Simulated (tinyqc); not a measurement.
RKS/PBE0 in the sto-6g basis, for HF, spin multiplicity 1, step by step (part 2 of 2). Computed by tinyqc, a small Python program that keeps every step (integrals from PySCF). Command: `OMP_NUM_THREADS=1 python tinyqc.py 26421 26422 out.jsonl` (the two numbers bound the seeds that draw the settings). One thread of a shared host (Intel(R) Xeon(R) Processor @ 2.60GHz), about 0.8 s of CPU time with the checks.

Geometry (angstrom):

| atom | x | y | z |
|---|---|---|---|
| F | 0.000000 | 0.000000 | 0.000000 |
| H | 0.000000 | 0.000000 | 1.619000 |

## Iteration 2: diagonalisation and new density

extrapolated F (hartree):
```
             1F 1s      1F 2s     1F 2px     1F 2py     1F 2pz      2H 1s
1F 1s   -23.869118  -5.855010  -0.000431   0.000149  -0.005691  -0.251696
1F 2s    -5.855010  -1.948020  -0.001259   0.000434  -0.060094  -0.207272
1F 2px   -0.000431  -0.001259   0.298201  -0.000041   0.000291  -0.002935
1F 2py    0.000149   0.000434  -0.000041   0.298095  -0.000100   0.001012
1F 2pz   -0.005691  -0.060094   0.000291  -0.000100   0.272171  -0.122304
2H 1s    -0.251696  -0.207272  -0.002935   0.001012  -0.122304  -0.285930
```

X:
```
                1          2          3         4          5         6
1F 1s   -0.674234   0.443007   0.000000  0.000000  -0.386570  0.507306
1F 2s    0.807383  -0.181610   0.000000  0.000000  -0.188973  0.596946
1F 2px   0.000000   0.000000  -0.260665  0.965429   0.000000  0.000000
1F 2py   0.000000   0.000000   0.965429  0.260665   0.000000  0.000000
1F 2pz   0.214563   0.709372   0.000000  0.000000   0.662880  0.165204
2H 1s   -0.469170  -0.624751   0.000000  0.000000   0.533484  0.373780
```

Diagonalise F' = X^T F X, C = X C', fill 5 alpha and 5 beta electrons from the bottom; D = 2 C_occ C_occ^T. Each column has its largest component positive (the first on a tie).

F' = X^T F X (hartree):
```
           1          2          3          4          5           6
1  -5.793204   4.621989  -0.000424   0.000625  -4.797761    7.346377
2   4.621989  -3.568608  -0.001233   0.001820   4.218084   -5.979878
3  -0.000424  -0.001233   0.298123  -0.000062   0.000575    0.001198
4   0.000625   0.001820  -0.000062   0.298173  -0.000848   -0.001768
5  -4.797761   4.218084   0.000575  -0.000848  -4.376620    6.638257
6   7.346377  -5.979878   0.001198  -0.001768   6.638257  -10.631691
```

orbital energies (hartree): MO1 -23.873395, MO2 -0.566575, MO3 -0.245946, MO4 0.298081, MO5 0.298156, MO6 0.315852

coefficients C:
```
              MO1        MO2        MO3        MO4        MO5        MO6
1F 1s    0.996659  -0.236747   0.090757   0.000000  -0.000234   0.005269
1F 2s    0.014028   0.952856  -0.410671   0.000000   0.000404  -0.011062
1F 2px   0.000018   0.002108   0.004172   0.325765   0.943455   0.061216
1F 2py  -0.000006  -0.000727  -0.001438   0.945451  -0.325077  -0.021098
1F 2pz   0.000413   0.082492   0.121309   0.000005  -0.065288   0.995070
2H 1s   -0.001219   0.255493   0.948190  -0.000001   0.012435  -0.265056
```

D after iteration 2:
```
            1F 1s      1F 2s     1F 2px     1F 2py     1F 2pz      2H 1s
1F 1s    2.115232  -0.497752  -0.000645   0.000222  -0.016186   0.048701
1F 2s   -0.497752   2.153563   0.001354  -0.000467   0.057528  -0.291917
1F 2px  -0.000645   0.001354   1.992505   0.002583  -0.121829   0.032451
1F 2py   0.000222  -0.000467   0.002583   1.999110   0.041989  -0.011184
1F 2pz  -0.016186   0.057528  -0.121829   0.041989   0.051567   0.270575
2H 1s    0.048701  -0.291917   0.032451  -0.011184   0.270575   1.928994
```

## Iteration 10 (converged): orbitals

converged F (hartree):
```
             1F 1s      1F 2s     1F 2px     1F 2py     1F 2pz      2H 1s
1F 1s   -24.730507  -6.037013   0.000000   0.000000  -0.006407  -0.259712
1F 2s    -6.037013  -2.445023   0.000000   0.000000  -0.020483  -0.242710
1F 2px    0.000000   0.000000  -0.201463   0.000000   0.000000   0.000000
1F 2py    0.000000   0.000000   0.000000  -0.201463   0.000000   0.000000
1F 2pz   -0.006407  -0.020483   0.000000   0.000000  -0.167989  -0.162639
2H 1s    -0.259712  -0.242710   0.000000   0.000000  -0.162639  -0.180469
```

As before.

F' = X^T F X (hartree):
```
           1          2          3          4          5           6
1  -6.263832   4.882081   0.000000   0.000000  -4.990904    7.379491
2   4.882081  -3.883605   0.000000   0.000000   4.095644   -6.201580
3   0.000000   0.000000  -0.201463   0.000000   0.000000    0.000000
4   0.000000   0.000000   0.000000  -0.201463   0.000000    0.000000
5  -4.990904   4.095644   0.000000   0.000000  -4.740711    6.886424
6   7.379491  -6.201580   0.000000   0.000000   6.886424  -11.154138
```

orbital energies (hartree): MO1 -24.734229, MO2 -1.029663, MO3 -0.282276, MO4 -0.201463, MO5 -0.201463, MO6 0.003881

coefficients C:
```
              MO1        MO2        MO3       MO4        MO5        MO6
1F 1s    0.996915  -0.249745   0.029363  0.000000   0.000000   0.023869
1F 2s    0.012980   1.018592  -0.148626  0.000000   0.000000  -0.130832
1F 2px   0.000000   0.000000   0.000000  0.084316   0.996439   0.000000
1F 2py   0.000000   0.000000   0.000000  0.996439  -0.084316   0.000000
1F 2pz   0.000402   0.024555   0.692876  0.000000   0.000000  -0.731621
2H 1s   -0.001108   0.054422   0.642992  0.000000   0.000000   0.786352
```

D after iteration 10:
```
            1F 1s      1F 2s    1F 2px    1F 2py     1F 2pz      2H 1s
1F 1s    2.114148  -0.491623  0.000000  0.000000   0.029227   0.008369
1F 2s   -0.491623   2.119574  0.000000  0.000000  -0.155926  -0.080293
1F 2px   0.000000   0.000000  2.000000  0.000000   0.000000   0.000000
1F 2py   0.000000   0.000000  0.000000  2.000000   0.000000   0.000000
1F 2pz   0.029227  -0.155926  0.000000  0.000000   0.961359   0.893699
2H 1s    0.008369  -0.080293  0.000000  0.000000   0.893699   0.832804
```

Within a degenerate level the vectors are fixed only up to a rotation; this is one choice.

## Convergence

Stop when the energy changes by less than 1e-08 hartree and every element of the error matrix X^T (F D S - S D F) X is below 3e-05.

Course of the cycle:

| iteration | E (hartree) | change | largest element of the error matrix |
|---|---|---|---|
| 1 | -97.27117655 | - | 3.52e+00 |
| 2 | -99.19634897 | -1.93e+00 | 2.72e-01 |
| 3 | -99.07372446 | 1.23e-01 | 4.17e-01 |
| 4 | -99.63349436 | -5.60e-01 | 6.08e-02 |
| 5 | -99.62101598 | 1.25e-02 | 1.42e-01 |
| 6 | -99.63362718 | -1.26e-02 | 6.53e-02 |
| 7 | -99.63682800 | -3.20e-03 | 1.75e-02 |
| 8 | -99.63708381 | -2.56e-04 | 9.50e-04 |
| 9 | -99.63708463 | -8.25e-07 | 3.96e-05 |
| 10 | -99.63708463 | -2.06e-09 | 9.42e-07 |

PySCF RKS in the same basis, fine grid = -99.64252243 hartree

Converged in 10 iterations. The coarse grid moves the energy by +5.44e-03 hartree.

## Populations, bond orders and dipole

overlap S:
```
           1F 1s     1F 2s    1F 2px    1F 2py    1F 2pz     2H 1s
1F 1s   1.000000  0.232479  0.000000  0.000000  0.000000  0.009951
1F 2s   0.232479  1.000000  0.000000  0.000000  0.000000  0.133066
1F 2px  0.000000  0.000000  1.000000  0.000000  0.000000  0.000000
1F 2py  0.000000  0.000000  0.000000  1.000000  0.000000  0.000000
1F 2pz  0.000000  0.000000  0.000000  0.000000  1.000000  0.124147
2H 1s   0.009951  0.133066  0.000000  0.000000  0.124147  1.000000
```

Mulliken: Z minus the diagonal of D S on the atom; Loewdin: the same with S^(1/2) D S^(1/2); Mayer order: 2 sum_s sum (D(s) S)_ij (D(s) S)_ji over the two atoms.

Charges (e):

| atom | Mulliken | Loewdin |
|---|---|---|
| 1F | -0.066846 | -0.062032 |
| 2H | 0.066846 | 0.062032 |

Mayer bond orders:

| pair | order |
|---|---|
| 2-1 | 0.995532 |

dipole moment about the origin, x y z (debye): 0.000000  0.000000  0.833375
